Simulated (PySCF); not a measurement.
Species: C₄H₄OP (charge -1).
SMILES with atom numbers: `[PH-:1][c:2]1[cH:3][cH:4][cH:5][o:6]1`

Geometry (GFN2-xTB, Å), atoms numbered from 1 in this order:
```xyz
10
C4H4OP angstrom
P      2.621    0.081   -0.027
C      0.866    0.051   -0.018
C     -0.042    1.063   -0.280
C     -1.322    0.496   -0.130
C     -1.135   -0.807    0.211
O      0.195   -1.092    0.282
H      2.711   -1.241    0.318
H      0.202    2.073   -0.545
H     -2.271    0.991   -0.256
H     -1.817   -1.611    0.422
```

NICS is the negative of the GIAO shielding at a point without a nucleus: at the ring centre (0) and 1 Å above and below it (1); zz is the component along the ring normal. Level: GIAO PBE0/pcSseg-1 (PySCF, non-relativistic, gas phase) on the GFN2-xTB geometry, one conformer.

Ring bond lengths (Å), with Mayer bond orders in brackets: C2–C3 1.384 (1.42), C3–C4 1.408 (1.29), C4–C5 1.360 (1.58), C5–O6 1.363 (1.03), O6–C2 1.359 (1.02).

Task: What do the NICS probes read (ppm)?

Result: 
```json
{"ring": "C2–C3–C4–C5–O6", "type": "5-membered ring with O; formal bonds all aromatic", "NICS(0)": "-9.4", "NICS(1), two faces": "-7.8 / -7.8", "NICS(1)zz, two faces": "-19.1 / -19.1", "rms pucker (Å)": "0.00", "centre to ring atoms, mean (Å)": "1.17"}
```

Task: What can be read from them?

Result: 
- C2–C3–C4–C5–O6: mean NICS(1)zz -19.1 ppm, shielded.

Task: What does the geometric index give? HOMA = 1 − mean of α(R − Ropt)² over the ring bonds, with Krygowski's 1993 parameters (CC: Ropt 1.388 Å, α 257.7 Å⁻²; CO: Ropt 1.265 Å, α 157.38 Å⁻²).

Result: 
- C2–C3–C4–C5–O6: HOMA 0.36; the largest term is that of C5–O6, α(R − Ropt)² = 1.51.

Task: How shielded are the nuclei of the rings and their hydrogens (means over atoms taken as equivalent)?

Result: 
```
atoms                        environment  σ isotropic (ppm)  principal values of the symmetric part, first atom (ppm)
   C2        substituted aromatic carbon               -6.5                                        -126.5, 13.7, 93.3
   C3                 aromatic CH carbon               89.6                                        12.5, 107.7, 148.7
   C4                 aromatic CH carbon               71.5                                        -19.3, 77.3, 156.5
   C5  aromatic CH next to a ring oxygen               57.5                                         -4.3, 76.0, 100.9
   O6                  furan-type oxygen               45.5                                       -57.4, -17.8, 211.7
   H8                  aromatic hydrogen              26.48                                          23.8, 26.2, 29.4
   H9                  aromatic hydrogen              25.98                                          25.4, 25.8, 26.8
  H10                  aromatic hydrogen              25.07                                          23.4, 24.3, 27.5
```

Hardware: an Arm Neoverse N1 with one thread, no GPU, shared host with 64 logical CPUs at a one-minute load of 60. Cost: 24 s of wall time (grids of density and orbitals included), 0.60 GiB resident at most. This is the whole shielding run at PBE0/pcSseg-1, SCF included.
